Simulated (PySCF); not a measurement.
## Constants of C₂⁻, step by step

State: doublet, unpaired electrons σ ↑. De refers to C + C⁻. ROHF-based CCSD(T) in PySCF 2.14 with C aug-cc-pVDZ and C aug-cc-pVTZ (frozen core orbitals: 2; no relativity). Correlation energies are extrapolated as n⁻³ (n = 2, 3), Hartree–Fock as (n+1)·exp(−9√n). CV is the change on freezing 0 orbitals instead, in C cc-pwCVTZ. SR is the spin-free X2C energy in C cc-pVTZ-DK less the non-relativistic one in C cc-pVTZ.

```csv
Level,Re (Å),ωe (cm⁻¹),ωexe (cm⁻¹),αe (cm⁻¹),De (eV)
CCSD(T)/DZ,1.2997,1732.9,11.8,0.0160,7.517
CCSD(T)/TZ,1.2771,1761.5,11.5,0.0164,8.043
HF/CBS,1.2451,1936.8,10.2,0.0148,4.561
MP2/CBS,1.2786,1739.1,11.8,0.0167,8.929
CCSD/CBS,1.2631,1827.7,11.0,0.0158,7.734
CCSD(T)/CBS,1.2721,1773.6,11.5,0.0164,8.222
CCSD(T)/CBS+CV,1.2692,1782.3,11.5,0.0165,8.264
CCSD(T)/CBS+CV+SR,1.2691,1782.0,11.5,0.0165,8.260
```

Task: How much is left between CCSD(T)/TZ and the basis-set limit, and how much do the triples give at the limit?

Result: CCSD(T)/CBS less CCSD(T)/TZ: -5.0 mÅ in Re, +12.1 cm⁻¹ in ωe and +0.179 eV in De. CCSD(T)/CBS less CCSD/CBS: +9.0 mÅ in Re, -54.1 cm⁻¹ in ωe and +0.488 eV in De.

Task: What do the later terms add?

Result: CV: -2.9 mÅ in Re, +8.7 cm⁻¹ in ωe and +0.042 eV in De; SR: -0.1 mÅ in Re, -0.3 cm⁻¹ in ωe and -0.004 eV in De, each against the row above.

The T1 diagnostic is 0.025. The state was picked by a PBE0 search and need not be the measured ground state. Spin–orbit coupling, excitations beyond (T) and corrections to the Born–Oppenheimer picture are left out.

The whole job (state search and all basis sets along the bond) took about 5.4 min on 4 threads of AMD EPYC 9R45 96-Core (shared host), peak memory 4 GiB.
